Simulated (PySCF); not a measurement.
# NH3O: 4 charge schemes on one density

Species: NH3O.
Cartesian coordinates in Å at the PBE0-D3(BJ)/def2-TZVP level; atoms count from 1:
```
atom  x, y, z in Å
N1    -0.0139   -0.0037   -0.0065
O2     1.3096   -0.1849   -0.0843
H3    -0.4958   -0.0994   -0.9165
H4    -0.4847   -0.6762    0.6225
H5    -0.2808    0.9312    0.3458
```

Density: PBE0/pcSseg-2 (PySCF); schemes: Mulliken, IAO, Hirshfeld and ESP-fitted. Geometry: PBE0-D3(BJ)/def2-TZVP; no solvent, vibrations or thermal averaging.

Which atoms carry the highest charge in the Mulliken, IAO, Hirshfeld and ESP-fitted schemes?

The schemes don't all agree: Mulliken N1 (+0.176); IAO H3, H4 and H5 (+0.274); Hirshfeld H3, H4 and H5 (+0.154); ESP-fitted H4 (+0.189).

For which atoms does the sign change between the 4 schemes (beyond +0.03 e in one, beyond −0.03 e in another)?

N1.

At which atom do the 4 schemes differ most?

At O2: from -0.735 (IAO) to -0.452 e (Hirshfeld), 0.283 e apart.

Tabulate the Mulliken, IAO, Hirshfeld and ESP-fitted charges.

In e:

```json
{"atom": "N1", "environment": "N-oxide nitrogen", "Mulliken": "+0.176", "IAO": "-0.086", "Hirshfeld": "-0.009", "ESP-fitted": "+0.099"}
{"atom": "O2", "environment": "N-oxide oxygen", "Mulliken": "-0.645", "IAO": "-0.735", "Hirshfeld": "-0.452", "ESP-fitted": "-0.662"}
{"atom": "H3", "environment": "N–H hydrogen", "Mulliken": "+0.156", "IAO": "+0.274", "Hirshfeld": "+0.154", "ESP-fitted": "+0.186"}
{"atom": "H4", "environment": "N–H hydrogen", "Mulliken": "+0.156", "IAO": "+0.274", "Hirshfeld": "+0.154", "ESP-fitted": "+0.189"}
{"atom": "H5", "environment": "N–H hydrogen", "Mulliken": "+0.156", "IAO": "+0.274", "Hirshfeld": "+0.154", "ESP-fitted": "+0.187"}
```

Mean size of the charges over all atoms: IAO 0.328 e, ESP-fitted 0.265 e, Mulliken 0.258 e, Hirshfeld 0.184 e. Each set sums to the total charge, 0, to within 0.001 e. The ESP scheme fits charges at the nuclei, held to the total charge, to the electrostatic potential on points at 1.4 to 2.0 times the van der Waals radii. The IAO scheme projects the occupied orbitals on a minimal set of polarised atomic orbitals and counts the electrons in each atom's part of it.

How many electrons does the ESP-fitted scheme count on N1?

Z − q = 7 − (+0.099) = 6.901.

Sum the charges by element, for elements with more than one atom.

```json
{"element": "H", "atoms": "3", "Mulliken": "+0.469", "IAO": "+0.821", "Hirshfeld": "+0.461", "ESP-fitted": "+0.562"}
```

These values come from a run that also computed NMR shieldings. Time: 5.9 s of wall time; peak memory 0.39 GiB. Hardware: one thread of an Arm Neoverse N1, shared host.
